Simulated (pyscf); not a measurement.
# Substitution at C: `[O]=[CH][OH]` + `[OH]` [doublet] → `[OH]` [doublet] + `[O]=[CH][OH]`

Gas phase, doublet surface, charge 0. Bonds broken: O1–C2. Bonds formed: C2–O6. PySCF, gas phase, ωB97X-D3(BJ)/def2-SVP geometries.

Transition state (Å):

```xyz
7

O     -0.1992    -0.5014    -0.2169
C      1.0880    -0.1613     0.6098
O      1.4535     0.9933     0.5889
H     -0.6166     0.3785    -0.3069
H      1.7198    -1.0606     0.4766
O      0.1259    -0.5679     1.7775
H     -0.2316     0.2999     2.0523
```

One imaginary mode, 506i cm⁻¹; descent along it reached the two sides named, in the forms told below.

```json
[
 {"bond": "O1–C2", "change": "breaks", "reactant side (Å)": "1.328", "saddle": "1.567", "product side": "3.1"},
 {"bond": "C2–O6", "change": "forms", "reactant side (Å)": "3.1", "saddle": "1.567", "product side": "1.328"}
]
```

Electronic energies relative to the separated reactants (kcal/mol):

```json
[
 {"level": "ωB97X-D3(BJ)/def2-TZVP", "barrier": "24.9", "reaction energy": "0.0", "reverse barrier": "24.9"},
 {"level": "PBE/def2-TZVP", "barrier": "9.4", "reaction energy": "0.0", "reverse barrier": "9.4"},
 {"level": "r²SCAN/def2-TZVP", "barrier": "15.1", "reaction energy": "0.0", "reverse barrier": "15.1"},
 {"level": "B3LYP-D3(BJ)/def2-TZVP", "barrier": "21.1", "reaction energy": "0.0", "reverse barrier": "21.1"},
 {"level": "PBE0-D3(BJ)/def2-TZVP", "barrier": "20.3", "reaction energy": "0.0", "reverse barrier": "20.3"},
 {"level": "M06-2X/def2-TZVP", "barrier": "25.9", "reaction energy": "0.0", "reverse barrier": "25.9"},
 {"level": "ωB97M-D3(BJ)/def2-TZVP", "barrier": "25.2", "reaction energy": "0.0", "reverse barrier": "25.2"},
 {"level": "HF/def2-TZVP", "barrier": "61.3", "reaction energy": "0.0", "reverse barrier": "61.3"}
]
```

With ωB97M-D3(BJ)/def2-TZVP energies and thermal terms (ideal gas, 1 atm, RRHO with modes under 100 cm⁻¹ raised to 100, one conformer, R ln 2 for chiral ones without a mode under 150 cm⁻¹), in kcal/mol:

| T (K) | ΔH‡ | ΔG‡ | ΔH | ΔG |
|---|---|---|---|---|
| 298 | 25.9 | 36.3 | 0.0 | 0.0 |
| 600 | 25.8 | 47.0 | 0.0 | 0.0 |
| 900 | 26.0 | 57.5 | 0.0 | 0.0 |
| 1200 | 26.3 | 68.0 | 0.0 | 0.0 |

On the reactant side the descent ends in a complex, 6.0 kcal/mol under the separated species and 30.9 kcal/mol under the saddle at ωB97X-D3(BJ)/def2-TZVP. On the product side the descent ends in a complex (not fully relaxed), 6.0 kcal/mol under the separated species and 30.9 kcal/mol under the saddle at ωB97X-D3(BJ)/def2-TZVP. The same reactants have a lower exit, to •O–CH=O + H₂O (barrier -0.9 kcal/mol at ωB97M-D3(BJ)/def2-TZVP, against +25.2 kcal/mol here). One saddle was located; it need not be the lowest between these sides. The angle at the attacked C is 80°: a side-on saddle, likely not the lowest. Left out: orbital degeneracy and the spin-orbit lowering of OH.
